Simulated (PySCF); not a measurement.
CH3O, SMILES C=[OH+], charge +1.

Geometry: PBE-D3(BJ)/def2-TZVP. The isomer is the one that the SMILES or the coordinates give; other isomers of the formula were not compared.

Two levels are set side by side: PBE/def2-TZVPD (PySCF) and PBE0/def2-TZVPD (PySCF). Same geometry, gas phase. Differences are taken from unrounded values.

```json
[
 {"quantity": "orbital gap (eV)", "PBE0": "8.48", "PBE": "5.45", "PBE minus PBE0": "-3.03"},
 {"quantity": "highest occupied level (eV)", "PBE0": "-18.57", "PBE": "-16.86", "PBE minus PBE0": "1.71"},
 {"quantity": "lowest empty level (eV)", "PBE0": "-10.08", "PBE": "-11.40", "PBE minus PBE0": "-1.32"},
 {"quantity": "mean polarisability (bohr³)", "PBE0": "13.9", "PBE": "14.2", "PBE minus PBE0": "0.3"}
]
```

Without exact exchange PBE keeps part of each electron's self-repulsion, which lifts occupied levels and narrows the gap. Differences between two approximate levels are no errors against the true value.

Rough cost on one machine, each run with all the roots and properties that it gave: PBE0 against PBE within a factor of 2.
